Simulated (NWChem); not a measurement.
**OF2 (oxygen difluoride): HF/STO-3G**

What is the vertical ionisation energy of OF2 (oxygen difluoride) at HF/STO-3G? Input form: an ASE script.

The calculation is run with NWChem 7.3.0.

2 further runs of the same task are left out: 2 set aside as unsound or not needed.

### 1 The system as given

OF2 has 3 atoms, charge 0, and is taken as a singlet. SMILES: `FOF`. The shape is that of a PBE0-D4/def2-TZVP optimisation.

Bond lengths: F1–O2 1.381 Å, O2–F3 1.381 Å. Angles: F1–O2–F3 103.9°.

### 2 Energy and forces at HF/STO-3G

The input, run.py:

```python
from ase import Atoms
from ase.calculators.nwchem import NWChem

atoms = Atoms('FOF', positions=[
    [0.953290, -0.339960, 0.488270],
    [0.000520, 0.563910, 0.062040],
    [-0.953810, -0.223960, -0.550310],
])

calc = NWChem(
    label='m1',
    theory='scf',
    memory='2200 mb',
    basis='STO-3G',
    basispar='spherical bse',
    scf={'nopen': '0', 'rhf': None, 'thresh': '1e-08', 'maxiter': '80'},
)
atoms.calc = calc

forces = atoms.get_forces()
e = atoms.get_potential_energy()
print(f"E = {e:.6f} eV")
print("forces (eV/A):")
for s, f in zip(atoms.symbols, forces):
    print(f"{s:2s} {f[0]:10.5f} {f[1]:10.5f} {f[2]:10.5f}")
print("dipole (e A):", atoms.get_dipole_moment().round(4))
```

Launch:

```console
export ASE_NWCHEM_COMMAND="nwchem PREFIX.nwi > PREFIX.nwo"
python run.py
```

What it wrote:

```text
E = -7341.520197 eV
forces (eV/A):
F    -1.53012    1.06382   -0.72701
O    -0.00231   -1.94180   -0.21392
F     1.53243    0.87798    0.94092
dipole (e A): [-0.    -0.045 -0.005]
```

The calculator wrote m1.nwi:

```
title "m1"

permanent_dir m1

scratch_dir m1

start m1

geometry units angstrom nocenter noautosym noautoz
  F  9.5328999999999997e-01 -3.3995999999999998e-01 4.8826999999999998e-01
  O  5.1999999999999995e-04 5.6391000000000002e-01 6.2039999999999998e-02
  F  -9.5381000000000005e-01 -2.2395999999999999e-01 -5.5030999999999997e-01
end

memory 2200 mb

basis spherical bse noprint
   * library STO-3G
end

scf
  nopen 0
  rhf
  thresh 1e-08
  maxiter 80
end

task scf gradient
```

m1.nwo:

```text
Northwest Computational Chemistry Package (NWChem) 7.3.0
             --------------------------------------------------------

           Job information
           ---------------

    nwchem branch   = 7.3.0
    use scalapack   = T
    input           = m1.nwi
    prefix          = m1.
    data base       = m1/m1.db
    status          = startup
    nproc           =        1

           Memory information
           ------------------

    heap     =     72089596 doubles =      550.0 Mbytes
    stack    =     72089601 doubles =      550.0 Mbytes
    global   =    144179200 doubles =     1100.0 Mbytes (distinct from heap & stack)
    total    =    288358397 doubles =     2200.0 Mbytes
    verify   = yes
    hardfail = no

           Directory information
           ---------------------

  0 permanent = m1
  0 scratch   = m1

                                NWChem Input Module
                                -------------------

                                        m1
                                        --

 Scaling coordinates for geometry "geometry" by  1.889725989
 (inverse scale =  0.529177249)

                             Geometry "geometry" -> ""
                             -------------------------

 Output coordinates in angstroms (scale by  1.889725989 to convert to a.u.)

[... 14 lines left out ...]
            Nuclear Dipole moment (a.u.)
[... 56 lines left out ...]
         Quadratically convergent ROHF
[... 1 line left out ...]
 Convergence threshold     :          1.000E-08
[... 1 line left out ...]
 Final Fock-matrix accuracy:          1.000E-10
[... 10 lines left out ...]
       Final RHF  results
[... 2 lines left out ...]
         Total SCF energy =   -269.795893188629
      One-electron energy =   -527.973950365773
      Two-electron energy =    183.278725422975
 Nuclear repulsion energy =     74.899331754170
[... 3 lines left out ...]
             Final eigenvalues
[... 19 lines left out ...]
                       ROHF Final Molecular Orbital Analysis
[... 109 lines left out ...]
    Atom       Charge   Shell Charges
 -----------   ------   -------------------------------------------------------
    1 F    9     9.02   2.00  1.97  5.05
    2 O    8     7.97   2.00  1.89  4.08
    3 F    9     9.02   2.00  1.97  5.05

       Multipole analysis of the density wrt the origin
       ------------------------------------------------

     L   x y z        total         open         nuclear
     -   - - -        -----         ----         -------
     0   0 0 0     -0.000000      0.000000     26.000000

     1   1 0 0     -0.000076      0.000000     -0.000983
[... 8 lines of this table left out ...]
     2   0 0 2     -9.250874      0.000000     17.505464

                              NWChem Gradients Module
                              -----------------------

                                        m1

  wavefunction    =   RHF

                         RHF ENERGY GRADIENTS

    atom               coordinates                        gradient
                 x          y          z           x          y          z
   1 F       1.801457  -0.642431   0.922697    0.029756  -0.020688   0.014138
   2 O       0.000983   1.065635   0.117239    0.000045   0.037762   0.004160
   3 F      -1.802440  -0.423223  -1.039935   -0.029801  -0.017074  -0.018298

                 ----------------------------------------
                 |  Time  |  1-e(secs)   |  2-e(secs)   |
                 ----------------------------------------
                 |  CPU   |       0.00   |       0.03   |
                 ----------------------------------------
                 |  WALL  |       0.00   |       0.03   |
                 ----------------------------------------

 Task  times  cpu:        0.2s     wall:        0.2s
 Total times  cpu:        0.3s     wall:        0.3s
```

Wall time 1.4 s (1 thread of Intel Xeon 6975P-C (Granite Rapids), shared host); peak memory 0.1 GiB.

### 3 The doublet cation: the energy at UHF/STO-3G

The input, run.py:

```python
from ase import Atoms
from ase.calculators.nwchem import NWChem

molecule = Atoms('FOF', positions=[
    [0.953290, -0.339960, 0.488270],
    [0.000520, 0.563910, 0.062040],
    [-0.953810, -0.223960, -0.550310],
])

calc = NWChem(
    label='nw',
    theory='scf',
    memory='2200 mb',
    basis='STO-3G',
    basispar='spherical bse',
    charge=1,
    scf={'nopen': '1', 'uhf': None, 'thresh': '1e-08', 'maxiter': '80'},
    task='energy',
)
molecule.calc = calc

print("Total energy (eV):", round(molecule.get_potential_energy(), 6))
```

Launch:

```console
export ASE_NWCHEM_COMMAND="nwchem PREFIX.nwi > PREFIX.nwo"
python run.py
```

What it wrote:

```text
Total energy (eV): -7332.102135
```

The calculator wrote nw.nwi:

```
title "nw"

permanent_dir nw

scratch_dir nw

start nw

geometry units angstrom nocenter noautosym noautoz
  F  9.5328999999999997e-01 -3.3995999999999998e-01 4.8826999999999998e-01
  O  5.1999999999999995e-04 5.6391000000000002e-01 6.2039999999999998e-02
  F  -9.5381000000000005e-01 -2.2395999999999999e-01 -5.5030999999999997e-01
end

charge 1

memory 2200 mb

basis spherical bse noprint
   * library STO-3G
end

scf
  nopen 1
  uhf
  thresh 1e-08
  maxiter 80
end

task scf energy
```

nw.nwo:

```text
Northwest Computational Chemistry Package (NWChem) 7.3.0
             --------------------------------------------------------

           Job information
           ---------------

    nwchem branch   = 7.3.0
    use scalapack   = T
    input           = nw.nwi
    prefix          = nw.
    data base       = nw/nw.db
    status          = startup
    nproc           =        1

           Memory information
           ------------------

    heap     =     72089598 doubles =      550.0 Mbytes
    stack    =     72089595 doubles =      550.0 Mbytes
    global   =    144179200 doubles =     1100.0 Mbytes (distinct from heap & stack)
    total    =    288358393 doubles =     2200.0 Mbytes
    verify   = yes
    hardfail = no

           Directory information
           ---------------------

  0 permanent = nw
  0 scratch   = nw

                                NWChem Input Module
                                -------------------

                                        nw
                                        --

 Scaling coordinates for geometry "geometry" by  1.889725989
 (inverse scale =  0.529177249)

                             Geometry "geometry" -> ""
                             -------------------------

 Output coordinates in angstroms (scale by  1.889725989 to convert to a.u.)

[... 75 lines left out ...]
 Convergence threshold     :          1.000E-08
[... 18 lines left out ...]
       Final UHF  results
[... 3 lines left out ...]
      One electron energy =   -515.014362016524
[... 1 line left out ...]
 Nuclear repulsion energy =     74.899331754170
[... 27 lines left out ...]
          Final beta eigenvalues
[... 125 lines left out ...]
                     UHF Final Beta Molecular Orbital Analysis
[... 116 lines left out ...]
    Atom       Charge   Shell Charges
 -----------   ------   -------------------------------------------------------
    1 F    9     8.73   2.00  1.98  4.75
    2 O    8     7.53   2.00  1.90  3.63
    3 F    9     8.73   2.00  1.98  4.75

  Mulliken analysis of the alpha density
  --------------------------------------

    Atom       Charge   Shell Charges
 -----------   ------   -------------------------------------------------------
    1 F    9     4.25   1.00  1.00  2.25
    2 O    8     4.50   1.00  0.96  2.54
    3 F    9     4.25   1.00  1.00  2.25

   Mulliken analysis of the beta density
   -------------------------------------

    Atom       Charge   Shell Charges
 -----------   ------   -------------------------------------------------------
    1 F    9     4.48   1.00  0.99  2.50
    2 O    8     3.03   1.00  0.94  1.10
    3 F    9     4.48   1.00  0.99  2.50

   Mulliken analysis of the spin density
   -------------------------------------

    Atom       Charge   Shell Charges
 -----------   ------   -------------------------------------------------------
    1 F    9    -0.23   0.00  0.01 -0.24
    2 O    8     1.47   0.00  0.03  1.44
    3 F    9    -0.23   0.00  0.01 -0.24

       Multipole analysis of the density wrt the origin
       ------------------------------------------------

     L   x y z        total         alpha         beta         nuclear
     -   - - -        -----         -----         ----         -------
     0   0 0 0      1.000000    -13.000000    -12.000000     26.000000

     1   1 0 0      0.000083     -0.000307      0.001372     -0.000983
[... 8 lines of this table left out ...]
     2   0 0 2     -7.955967    -12.876313    -12.585118     17.505464

 Task  times  cpu:        0.6s     wall:        0.6s
 Total times  cpu:        0.6s     wall:        0.6s
```

Run time: 1.7 s. Hardware: 1 thread of Intel Xeon 6975P-C (Granite Rapids), shared host; peak memory 0.1 GiB.

### 4 Outcome

At HF/STO-3G:

| quantity | value |
| --- | --- |
| singlet OF2: total energy | -269.79589 Eh |
| singlet OF2: dipole moment | 0.22 D |
| singlet OF2: HOMO energy | -10.96 eV |
| singlet OF2: LUMO energy | 10.53 eV |
| singlet OF2: HOMO–LUMO gap | 21.49 eV |
| singlet OF2: largest force on an atom | 2.001 eV/Å |
| doublet cation: total energy | -269.44979 Eh |
| doublet cation: HOMO energy (highest over α and β) | -25.68 eV |
| doublet cation: LUMO energy (lowest over α and β) | -7.02 eV |
| doublet cation: ⟨S²⟩ | 0.928 |
| vertical ionisation energy (to the doublet cation) | 9.418 eV |

What this shows: Removing an electron at fixed nuclei costs 9.42 eV (217 kcal/mol). The largest force (singlet OF2) is 2.00 eV/Å: the shape isn't a stationary point for this species at this level. −ε(HOMO) before ionisation, 10.96 eV, is 1.54 eV above this ionisation energy. In a minimal basis such a difference can be off by several eV, whatever the method. ⟨S²⟩ (doublet cation) is 0.93 where a pure doublet has 0.75: the reference is spin-contaminated. Mulliken charges (doublet cation) run from +0.27 on F1 to +0.47 on O2.
